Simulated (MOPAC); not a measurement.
MOPAC input (PM6):

```
PM6 1SCF CHARGE=-1 GEO-OK AUX(PRECISION=9) THREADS=1
C3H5

C     1.22575544 1    0.17309225 1    0.00894148 1
C    -0.03107836 1    0.64387051 1   -0.00922939 1
H     1.47813325 1   -0.91357007 1    0.02636841 1
H     2.10642756 1    0.82312597 1    0.00806544 1
C    -1.09160938 1   -0.43922734 1   -0.00400391 1
H    -0.69725428 1   -1.48823368 1    0.01421419 1
H    -1.76093960 1   -0.33173915 1    0.86187210 1
H    -1.74477312 1   -0.35599558 1   -0.88476921 1
```

From the last part of the output:

```
                                                       MOPAC v23.2.5 Linux

          FINAL HEAT OF FORMATION =         52.91620 KCAL/MOL =     221.40137 KJ/MOL

          COSMO AREA              =         90.24 SQUARE ANGSTROMS
          COSMO VOLUME            =         73.22 CUBIC ANGSTROMS

          IONIZATION POTENTIAL    =          1.126788 EV
          HOMO LUMO ENERGIES (EV) =         -1.127  9.225
          NO. OF FILLED LEVELS    =          9
          MOLECULAR WEIGHT        =         41.0725         POINT GROUP:  Cs

          MOLECULAR DIMENSIONS (Angstroms)

            Atom       Atom       Distance
            H     8    H     4     4.12544
            H     3    H     7     2.08897
            C     2    H     6     1.49204

          SCF CALCULATIONS        =          1

   ATOM   CHEMICAL          X               Y               Z
  NUMBER   SYMBOL      (ANGSTROMS)     (ANGSTROMS)     (ANGSTROMS)

     1       C          1.22575544  *   0.17309225  *   0.00894148  *
     2       C         -0.03107836  *   0.64387051  *  -0.00922939  *
     3       H          1.47813325  *  -0.91357007  *   0.02636841  *
     4       H          2.10642756  *   0.82312597  *   0.00806544  *
     5       C         -1.09160938  *  -0.43922734  *  -0.00400391  *
     6       H         -0.69725428  *  -1.48823368  *   0.01421419  *
     7       H         -1.76093960  *  -0.33173915  *   0.86187210  *
     8       H         -1.74477312  *  -0.35599558  *  -0.88476921  *

                             CARTESIAN COORDINATES

   1    C        1.225755440     0.173092250     0.008941480
   2    C       -0.031078360     0.643870510    -0.009229390
   3    H        1.478133250    -0.913570070     0.026368410
   4    H        2.106427560     0.823125970     0.008065440
   5    C       -1.091609380    -0.439227340    -0.004003910
   6    H       -0.697254280    -1.488233680     0.014214190
   7    H       -1.760939600    -0.331739150     0.861872100
   8    H       -1.744773120    -0.355995580    -0.884769210

           Empirical Formula: C3 H5  =     8 atoms

      MOLECULAR POINT GROUP   :   Cs

                  EIGENVALUES
 -19.86319 -16.56005 -10.81983  -8.47521  -8.12556  -7.30634  -5.24910  -2.50864
  -1.12679   9.22515  11.31048  11.41542  11.60928  12.39946  12.94740  13.38582
  14.74732

              NET ATOMIC CHARGES AND DIPOLE CONTRIBUTIONS

  ATOM NO.   TYPE          CHARGE      No. of ELECS.   s-Pop       p-Pop
    1          C          -0.665956        4.6660     1.11167     3.55429
    2          C          -0.262212        4.2622     1.42450     2.83771
    3          H           0.060686        0.9393     0.93931
    4          H           0.088803        0.9112     0.91120
    5          C          -0.484290        4.4843     1.09699     3.38730
    6          H           0.076391        0.9236     0.92361
    7          H           0.093289        0.9067     0.90671
    8          H           0.093289        0.9067     0.90671
 DIPOLE           X         Y         Z       TOTAL
 POINT-CHG.    -1.768    -0.849    -0.005     1.961
 HYBRID         0.401    -2.151     0.034     2.188
 SUM           -1.367    -3.000     0.029     3.297

          ATOMIC ORBITAL ELECTRON POPULATIONS

     Atom    s        px        py        pz
    1  C   1.11167   1.09278   1.06058   1.40093
    2  C   1.42450   0.90057   1.32240   0.61475
    3  H   0.93931
    4  H   0.91120
    5  C   1.09699   1.15803   1.12693   1.10234
    6  H   0.92361
    7  H   0.90671
    8  H   0.90671

 **********************
 *                    *
 * JOB ENDED NORMALLY *
 *                    *
 **********************

 == MOPAC DONE ==
```

The dipole moment of an ion depends on the origin.
